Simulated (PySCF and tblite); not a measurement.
Results of a calculation; reference values are marked as such.
C₅H₈, numbered as in [CH:1]1=[CH:2][CH2:3][CH2:4][CH2:5]1.

Search: ETKDG and KDG, MMFF94s, GFN2-xTB, 90 starts; geometries at PBE0-D3(BJ)/def2-SVP. Energies: PBE0-D3(BJ)/def2-TZVP (IEF-PCM, chloroform), with GFN2-xTB thermal terms (modes under about 100 cm⁻¹ blended into free rotors). Symmetry numbers and mirror images are counted. Conformers within 3 kcal/mol (GFN2-xTB free energy) were kept, 8 at most. Couplings: B3LYP/pcJ-1 (gas phase; spin-dipole term only for pairs with B, N, F, Si or P). Couplings are for ¹³C, ¹H; a prime marks the second kind of pair between the same two sets of atoms. Codes: tblite and PySCF.

The 5-ring runs over atoms 1–2–3–4–5.

```csv
conformer,shape,weight %
1,"5-ring envelope (ring torsions -14, 21, -21, 14, 0°)",100.0
```

Q: Give the couplings in each conformer and the averages at 298.15 K (pairs that fast motion interchanges averaged).

A: 
```csv
coupling,pairs,1,average (Hz)
"¹J(C1,C2)",1,74.3,74.3
"¹J(C1,C5)",2,41.5,41.5
"¹J(C1,H1)",2,170.9,170.9
"²J(C1,H2)",2,4.3,4.3
"³J(C1,H3)",4,6.8,6.8
"³J(C1,H4)",4,3.5,3.5
"²J(C1,H5)",4,-6.5,-6.5
"¹J(C3,C4)",2,35.0,35.0
"³J(H1,C3)",2,10.6,10.6
"²J(H2,C3)",2,8.6,8.6
"¹J(C3,H3)",4,135.6,135.6
"²J(C3,H4)",4,-2.7,-2.7
"³J(C3,H5)",4,2.1,2.1
"³J(H1,C4)",2,7.1,7.1
"²J(H3,C4)",4,-2.2,-2.2
"¹J(C4,H4)",2,135.2,135.2
"³J(H1,H2)",1,6.6,6.6
"⁴J(H1,H3)",4,-3.1,-3.1
"³J(H1,H5)",4,3.0,3.0
"²J(H3,H3)",2,-18.8,-18.8
"³J(H3,H4)",4,10.1,10.1
"³J(H3,H4′)",4,6.2,6.2
"⁴J(H3,H5)",2,4.0,4.0
"⁴J(H3,H5′)",2,3.4,3.4
"²J(H4,H4)",1,-14.1,-14.1
```
